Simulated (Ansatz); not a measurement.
Rock-salt TiC, treated with r²SCAN-D4 (Ansatz, a quantum-chemistry and plane-wave program, plane waves, PAW).

Run with plane-wave cutoff 500 eV, 16×16×16 k mesh, Fermi–Dirac smearing 0.05 eV, no spin polarisation, scalar-relativistic PAW data made under PBE.

Computed at the level's own relaxed cell.

Estimate the equilibrium volume per atom and lattice constant a that the calculation returns.


- equilibrium volume per atom: 10.07 Å³/atom
- lattice constant a: 4.318 Å

Measured, for comparison: equilibrium volume per atom 10.15 Å³/atom, lattice constant a 4.33 Å (temperature not stated, no zero-point or thermal correction; as tabulated in Zhang et al. (2018), doi:10.1088/1367-2630/aac7f0). Computed (rounded) less measured: equilibrium volume per atom -0.8 %, lattice constant a -0.3 %. A static lattice is as a rule a little smaller and stiffer than an uncorrected measurement, which narrows the difference in the equilibrium volume per atom and would widen misses of the other sign.
